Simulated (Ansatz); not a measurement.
Elements on the sites of an ideal hcp lattice, at a guessed lattice constant:

```
Cu Ru Rh Pt Au
1.0
     2.70252   -4.68090    0.00000
     2.70252    4.68090    0.00000
     0.00000    0.00000    8.64806
Cu Ru Rh Pt Au
8 2 2 2 2
Cartesian
  1.3513 -0.7801 1.0810
  1.3513 -0.7801 5.4050
  2.7025 1.5603 1.0810
  2.7025 1.5603 5.4050
  4.0538 -0.7801 1.0810
  1.3513 0.7801 3.2430
  4.0538 0.7801 7.5671
  2.7025 3.1206 7.5671
  2.7025 -3.1206 5.4050
  4.0538 -0.7801 5.4050
  2.7025 -1.5603 3.2430
  1.3513 0.7801 7.5671
  2.7025 -1.5603 7.5671
  2.7025 3.1206 3.2430
  2.7025 -3.1206 1.0810
  4.0538 0.7801 3.2430
```

Cell and atoms were relaxed without symmetry on coarser meshes and computed once more. Method: DFT PBE, scalar-relativistic, plane waves, PAW in Ansatz.

Cutoff 420 eV; k points 7×7×4 on the computed 16-atom cell (Γ-centred); Gaussian smearing, width 0.10 eV; no spin polarisation.

The relaxation ran on 3×3×2 (shifted) and then 5×5×3 k points with a smearing of 0.1 eV, from sites shaken by 0.02 Å.

Problem. What does the relaxation give?

Solution. A volume of 13.88 Å³/atom and no gap on the mesh. It lies 0.09 eV/atom above the elements' standard states (static lattices, no corrections for gases). The atoms leave their sites by 0.10 Å (root mean square) and 0.19 Å at most, and the cell stretches by up to 2.8 % at fixed volume.

```
Cu Ru Rh Pt Au
1.0
     2.75425   -4.70118   -0.03060
     2.62875    4.62851   -0.06588
    -0.15559   -0.03320    8.84816
Cu Ru Rh Pt Au
8 2 2 2 2
Direct
  0.34608 0.18327 0.12568
  0.33268 0.16165 0.62502
  0.33992 0.68565 0.11176
  0.32553 0.66221 0.62752
  0.84406 0.67939 0.11414
  0.15802 0.31386 0.38356
  0.65201 0.82922 0.87322
  0.16626 0.83430 0.87406
  0.83520 0.15270 0.63345
  0.83445 0.67378 0.62530
  0.66186 0.31182 0.39266
  0.16431 0.32777 0.86881
  0.65874 0.33858 0.86770
  0.15432 0.82035 0.36895
  0.85369 0.18893 0.12490
  0.64369 0.80102 0.36720
```

Spin-orbit coupling is left out, which matters for the bands of heavy elements.

Cost: 2 runs of about 20 core-minutes in all (earlier runs that led there not counted), on Intel Xeon Platinum 8259CL (Skylake/Cascade Lake) (shared hosts).